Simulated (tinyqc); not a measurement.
Worked calculation: Pariser-Parr-Pople SCF with singles CI, for the molecule C1=CC=C1 (SMILES; centres numbered as the heavy atoms are written). One step of it, computed by the program tinyqc.

Problem. Singles CI, singlets. Over the 4 single excitations with the smallest orbital gaps: A = (e_a - e_i) delta + 2 (ia|jb) - (ij|ab), with (pq|rs) = sum c_mp c_mq gamma_mn c_nr c_ns. f = 2/3 w |mu|^2 in atomic units, mu = sqrt2 sum c_ia sum_m c_mi c_ma R_m.

orbital energies (eV): -13.083759  -7.148168  -4.041832  1.893759

coefficients:
```
         MO1        MO2        MO3        MO4
1C  0.468470   0.707107   0.000000   0.529656
2C  0.529656   0.000000   0.707107  -0.468470
3C  0.468470  -0.707107   0.000000   0.529656
4C  0.529656   0.000000  -0.707107  -0.468470
```

repulsion gamma_rs (eV):
```
           1C         2C         3C         4C
1C  11.130000   5.345397   4.398492   5.345397
2C   5.345397  11.130000   5.345397   4.398492
3C   4.398492   5.345397  11.130000   5.345397
4C   5.345397   4.398492   5.345397  11.130000
```

Centres (angstrom, eV; a flat drawing with bonds scaled to 1.40 angstrom):

| centre | x | y | core charge z | W | gamma_rr |
|---|---|---|---|---|---|
| 1C | 0.990000 | 0.000000 | 1 | 11.160000 | 11.130000 |
| 2C | 0.000000 | 0.990000 | 1 | 11.160000 | 11.130000 |
| 3C | -0.990000 | 0.000000 | 1 | 11.160000 | 11.130000 |
| 4C | 0.000000 | -0.990000 | 1 | 11.160000 | 11.130000 |

Give: singlet CI matrix; singlet excitation energies; oscillator strengths.

Solution.

singlet CI matrix (eV):
```
         2>3     1>3     2>4      1>4
2>3  -2.2391  0.0000  0.0000   0.0000
1>3   0.0000  6.1162  0.0000   0.0000
2>4   0.0000  0.0000  6.1162   0.0000
1>4   0.0000  0.0000  0.0000  10.8235
```

singlet excitation energies (eV): -2.2391  6.1162  6.1162  10.8235

oscillator strengths: 0.0000  0.5885  0.5885  0.0000
